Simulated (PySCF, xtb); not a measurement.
hydrogen isocyanide (CHN), SMILES [NH+]#[C-].

Harmonic wavenumbers (cm⁻¹) from GFN2-xTB (xtb) at its own minimum, in rising order: 594, 594, 2181, 3545.

Problem. What does B3LYP-D3(BJ)/def2-TZVPD (PySCF) give at its own minimum? (The exact figures need the calculation; the answer reports its results.)

Solution. 467, 467, 2106, 3791. Paired by order, the mean absolute difference is 144 cm⁻¹ and the zero-point energies are 9.9 and 9.8 kcal/mol.
